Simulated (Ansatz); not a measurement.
**Abstraction of F: C4H9F + C2H2F3 → C4H9 + C2H2F4**

Gas-phase species: C4H9F (2-fluorobutane) `CCC(C)F`, singlet; C2H2F3 `[CH2]C(F)(F)F`, doublet; C4H9 (2-butyl radical) `C[CH]CC`, doublet; C2H2F4 (norflurane) `FCC(F)(F)F`, singlet. A radical takes F: the energy is the difference in strength between two C–F bonds in different surroundings.

Shapes, held fixed at every level: PBE0-D4/def2-TZVP. Flexible molecules stand in one conformer, not always the lowest. Programs: Ansatz 0.2.0. The zero-point and thermal change to 298 K, harmonic and unscaled (PBE0-D4/def2-TZVP), is +1.2 kJ/mol.

```csv
level,kind,ΔH(298 K) (kJ/mol),less CCSD(T)/CBS estimate
SPW92/def2-TZVPP,LDA,+12.8,-9.2
B3LYP-D4/def2-TZVPP,global hybrid,+17.2,-4.8
BHLYP-D4/def2-TZVPP,global hybrid,+19.3,-2.7
PBE0-D4/def2-TZVPP,global hybrid,+15.7,-6.3
wB97X-V/def2-TZVPP,range-separated hybrid,+19.0,-3.0
B2PLYP/def2-TZVPP,double hybrid,+19.3,-2.7
CCSD(T)/def2-SVP,coupled cluster or CI,+19.8,-2.2
CCSD(T)/CBS estimate,coupled cluster or CI,+22.0,0.0
```

The highest level, CCSD(T)/CBS estimate, gives ΔH(298 K) = +22.0 kJ/mol; the levels span +12.8 to +22.0. The column of differences is taken from that level and isn't an error. No measured value is set beside it here. Open shells run unrestricted. The CBS estimate extrapolates MP2 from def2-TZVPP and def2-QZVPP and adds CCSD(T) − MP2 in the triple-zeta set, cores frozen.
